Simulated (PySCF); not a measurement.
Zinc-blende AlAs: Hartree–Fock at its full settings () and at cheaper ones, in a cell of 2 atoms.

| level and setting | lattice parameter a (Å) | bulk modulus B0 (GPa) |
|---|---|---|
| Hartree–Fock (PySCF) | 5.718 | 81.0 |
| Hartree–Fock/6-31G* (2×2×2 k mesh) (PySCF) | 5.841 | 78.8 |
| Hartree–Fock/GTH-DZVP (2×2×2 k mesh) (PySCF) | 5.740 | 80.7 |
| Hartree–Fock/GTH-SZV (2×2×2 k mesh) (PySCF) | ___ | 75.5 |
| Hartree–Fock/STO-3G (Γ point alone) (PySCF) | 5.844 | 127 |
| Hartree–Fock/STO-3G (2×2×2 k mesh) (PySCF) | 5.516 | 160 |

Q: Estimate the withheld entries.

A: 
- Hartree–Fock/GTH-SZV (2×2×2 k mesh) (PySCF), lattice parameter a (Å): 5.804

Largest shifts from the full settings: lattice constant a -3.53 % (Hartree–Fock/STO-3G (2×2×2 k mesh)), against a difference of +1.22 % of the full result from the reference 5.649 Å (measured, static lattice: zero-point anharmonic expansion removed; as tabulated in Mejia-Rodriguez and Trickey (2018), arXiv:1807.09216); bulk modulus +98 % (Hartree–Fock/STO-3G (2×2×2 k mesh)), against a difference of +8.0 % of the full result from the reference 75 GPa (measured, 0 K value with the zero-point phonon effect removed; as tabulated in Mejia-Rodriguez and Trickey (2018), arXiv:1807.09216).

The full settings aren't shown to be converged themselves.

Run with cheap settings on purpose, which may leave them unconverged: Hartree–Fock/6-31G* (2×2×2 k mesh), Hartree–Fock/GTH-DZVP (2×2×2 k mesh), Hartree–Fock/GTH-SZV (2×2×2 k mesh), Hartree–Fock/STO-3G (2×2×2 k mesh), Hartree–Fock/STO-3G (Γ point alone).
